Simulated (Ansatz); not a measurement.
Reaction (atomization): `N#CCF` → 2 C• + F• + 2 H• + N•

Isolated molecules relaxed with PBE0-D4/def2-TZVP in Ansatz; ΔE leaves out vibrations. CCSD(T)/CBS is the MP2 limit (def2-TZVPP, def2-QZVPP) plus CCSD(T) − MP2 in def2-TZVPP, frozen cores. This one scheme is used for every species, atoms too. DFT in def2-TZVPP. No spin–orbit coupling; open shells (•) take unrestricted orbitals. Spin–orbit coupling would lower the free atoms: a little for C, F.

`N#CCF`:

Cartesian coordinates in Å:
```
N -0.665 0.069 -2.025
C -0.309 0.038 -0.934
C 0.136 0.032 0.458
F 0.625 -1.198 0.806
H -0.709 0.279 1.107
H 0.922 0.780 0.589
```

```csv
level,ΔE (eV)
r2SCANh,26.23
SCS-MP2/def2-TZVPP,26.49
```

(1) What does CCSD(T)/CBS give? (Estimate.)

Largest T1 diagnostic among the species: 0.013.

## Answers

(1) The calculation gave: +26.56 eV. The listed levels differ from it by -0.33, -0.07 eV.

In def2-TZVPP, CCSD(T) changes the Hartree–Fock value by +7.86 eV (the triples alone add +0.60 eV) and MP2 by +8.83 eV; breaking electron pairs costs correlation energy, which Hartree–Fock lacks. From BLYP to BHLYP (50 % exact exchange), in def2-TZVPP and without D4, ΔE moves by −1.71 eV: exact exchange takes away binding that semilocal exchange gives to molecules. At CCSD(T), def2-SVP lies −1.33 eV from the extrapolated value and def2-TZVPP −0.76 eV: correlation converges slowly with the basis, and small sets miss more of it in the bonded molecule than in its fragments.

For atomizations the MP2-based limit and the directly extrapolated one differ by several kJ/mol either way, and by 10 to 25 for some Ge, Se and Sn compounds, so smaller differences from it don't rank the levels.
